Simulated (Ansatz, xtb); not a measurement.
# C3H4F−: which of two isomers lies lower

Structure a: `[CH2-]/C=C/F`, a singlet. Structure b: `[CH2-]/C=C\F`, a singlet. Both are isolated ions in the gas phase, relaxed with r2SCAN-D4/def2-SVPD; the shapes shown needn't be the lowest conformers.

a (Å):

| atom | x (Å) | y (Å) | z (Å) |
| --- | --- | --- | --- |
| C | -0.0217 | 0.2780 | 1.8782 |
| C | 1.1657 | 1.0129 | 1.8421 |
| C | 2.0773 | 1.2555 | 0.8165 |
| F | 3.3797 | 1.7075 | 1.2406 |
| H | -0.7300 | 0.4204 | 2.7006 |
| H | -0.4015 | -0.2322 | 0.9843 |
| H | 1.4283 | 1.5483 | 2.7709 |
| H | 2.2101 | 0.5824 | -0.0397 |

b (Å):

```csv
atom,x (Å),y (Å),z (Å)
C,0.0980,0.2978,2.0492
C,1.0698,1.2294,1.7017
C,2.3001,1.1135,1.0526
F,2.5403,-0.1277,0.3842
H,-0.7518,0.5874,2.6742
H,0.2036,-0.7592,1.7889
H,0.8983,2.2695,2.0301
H,2.6832,1.9326,0.4291
```

Task: Which of the two would you expect CCSD(T)/def2-SVPD + ΔMP2/def2-TZVPPD electronic energies to favour?

Result: Structure b; the calculation gives E(b) − E(a) = −3.1 kcal/mol.

Level by level:

| level | geometry | E(b) − E(a) (kcal/mol) | departure from the last row (kcal/mol) | job, with rough time for the two |
| --- | --- | --- | --- | --- |
| GFN2-xTB | GFN2-xTB | +1.7 | +4.8 | optimisation, 0.15 s |
| HF/STO-3G | GFN2-xTB | −0.1 | +3.0 | single point, 0.32 s |
| r2SCAN-D4/def2-SVPD//GFN2-xTB | GFN2-xTB | −2.7 | +0.4 | single point, 5.7 s |
| r2SCAN-D4/def2-SVPD | r2SCAN-D4/def2-SVPD | −2.7 | +0.4 | optimisation, 48 s |
| HF/def2-SVPD | r2SCAN-D4/def2-SVPD | −3.1 | 0.0 | part of the CCSD(T) run |
| MP2/def2-SVPD | r2SCAN-D4/def2-SVPD | −3.2 | −0.1 | part of the CCSD(T) run |
| CCSD(T)/def2-SVPD | r2SCAN-D4/def2-SVPD | −2.9 | +0.2 | single point |
| CCSD(T)/def2-SVPD + ΔMP2/def2-TZVPPD | r2SCAN-D4/def2-SVPD | −3.1 |  | single point, 53 s |

As drawn, both hold the same kinds of bond in the same numbers.

GFN2-xTB puts the two in the other order. HF/STO-3G finds them nearly level. The largest departure from CCSD(T)/def2-SVPD + ΔMP2/def2-TZVPPD is that of GFN2-xTB, 4.8 kcal/mol. The last row adds to CCSD(T) the change of the MP2 difference between the two basis sets, here −0.2 kcal/mol.

With harmonic frequencies from r2SCAN-D4/def2-SVPD (ideal gas, rigid rotor, one conformer each, 298.15 K, 1 atm): on the last row, ΔE + ΔZPE = −2.8, ΔH = −2.9, ΔG = −2.7 kcal/mol.

The correlated steps freeze 4 core orbitals. Run with Ansatz 0.2.0, xtb 6.7.1; the last row on 2 threads of Arm Neoverse N1 on a shared host.
